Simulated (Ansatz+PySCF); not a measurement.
The numbers below are computed, except where a source is named.
# Several solutions for doublet H₂OF in separate pieces

```xyz
4

O     0.0000    0.0000   -0.1085
H     0.0000    0.0000    0.8679
H    30.0000    0.0000   -2.9815
F    30.0000    0.0000    0.3313
```

Basis set: 6-31G (spherical functions). Charge 0, multiplicity 2.

CASSCF(3,3) was run from several starts with Ansatz (development build ahead of 0.2.0) and PySCF 2.14.0. The starts are those of the Hartree–Fock orbitals from which the active space was taken at the frontier.

| run | program | start | converged | energy (hartree) | <S²> |
| --- | --- | --- | --- | --- | --- |
| A | Ansatz | atomic start, no search | yes | -175.22044 | 0.75 |
| B | PySCF | program defaults | no | – | – |
| C | Ansatz | search for the lowest state | yes | -175.22044 | 0.75 |
| D | Ansatz | stability test followed | yes | -175.22044 | 0.75 |

Which runs reached the lowest solution of this kind, and what is wrong with the others?

A, C, D reached the lowest solution found. Not converged: B.
